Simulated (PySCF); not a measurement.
Dissociation curve of BeH, doublet.

Computed with: UKS-PBE0 = PySCF with unrestricted PBE0/aug-cc-pVTZ; UMP2 = MP2 on UHF/aug-cc-pVTZ in PySCF; CASSCF(3,3)/aug-cc-pVTZ (PySCF); NEVPT2 = SC-NEVPT2 on CASSCF(3,3)/aug-cc-pVTZ, all electrons correlated run with PySCF 2.14.0.

Energies are in kcal/mol, each relative to the lowest point of its own curve near equilibrium.

```
R / Å    UKS-PBE0        UMP2  CASSCF(3,3)      NEVPT2
-----  ----------  ----------  -----------  ----------
1.03         26.9        24.2         28.4        24.7
1.07         19.2        16.8         20.6        17.3
1.14          9.6         7.7         10.7         8.2
1.23          2.7         1.6          3.4         1.9
1.28          0.8         0.3   (withheld)         0.4
1.32          0.1         0.0          0.3         0.0
1.36          0.0         0.3          0.0  (withheld)
1.40   (withheld)         1.1          0.1         0.8
1.45          1.4         2.6          0.9         2.1
1.50          2.9         4.7          2.2         3.9
1.57          5.7         8.2          4.6         7.0
1.70   (withheld)        15.9         10.5  (withheld)
1.85         20.7        26.0         18.2        22.7
2.03         30.7        38.5         27.5        32.9
2.23         40.1  (withheld)         36.5        42.5
2.45         47.4        55.7         43.4        49.8
2.70         52.1        59.0         47.0        54.1
2.98         54.4        60.2         47.8        55.7
3.32         55.3        60.4         47.6        56.1
3.65         55.5        60.2         47.4        56.1
4.06         55.6        60.1         47.2        56.1
4.77         55.6        60.0         47.1        56.1
5.39         55.7        60.0         47.1        56.2
```

### Question
Complete the blanks.

### Answer

- 1.28, CASSCF(3,3): 1.3
- 1.36, NEVPT2: 0.2
- 1.40, UKS-PBE0: 0.4
- 1.70, UKS-PBE0: 12.2
- 1.70, NEVPT2: 13.9
- 2.23, UMP2: 49.1

The unrestricted determinant behind UMP2 is spin-contaminated at 2.03 to 5.39 Å (<S²> up to 1.0, against 0.75 for a pure doublet).
